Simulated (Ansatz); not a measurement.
## Changing the shape of SO2 (charge +1), doublet

Calculated in Ansatz's Gaussian-basis code. Settings: cc-pV(T+d)Z on S, cc-pVTZ on O; 7 core orbitals frozen; no relativity. Single-reference values can break down or jump between states where bonds are stretched.

Case A:

```xyz
3

S     0.0000    0.0000    0.0000
O     0.0000    1.3268    0.6187
O     0.0000   -1.2833    0.5984
```

Case B:

```
atom   x (Å)    y (Å)    z (Å)
   S  0.0000  -0.3875   0.0000
   O  0.0000   0.1938   1.3032
   O  0.0000   0.1938  -1.3032
```

Energy less that of case A, in eV:

```tsv
case	RCCSD
B	-0.066
```

What does UCCSD(T) give for these differences?

B: -0.039 eV (-0.9 kcal/mol).
